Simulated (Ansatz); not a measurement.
Ansatz (an electronic-structure program) input (B3LYP/LANL2DZ): The .json file is the Basis Set Exchange's LANL2DZ.

Ansatz 0.2 input:
```yaml
crystal:
  periodic: [false, false, false]
  atoms:
    - {symbol: N, position_ang: [-0.00000000, -0.00000000, -0.43758825]}
    - {symbol: N, position_ang: [0.00000000, 0.00000000, 0.64838676]}
    - {symbol: H, position_ang: [-0.00000000, -0.00000000, -1.47558960]}
basis:
  gaussian:
    orbitals: LANL2DZ.json
hamiltonian:
  xc: {name: B3LYP}
total_charge: 1
relax: {f_tol: 0.003, max_steps: 120}
```

Problem. Predict the final energy.

Solution. -109.68617 Eh.
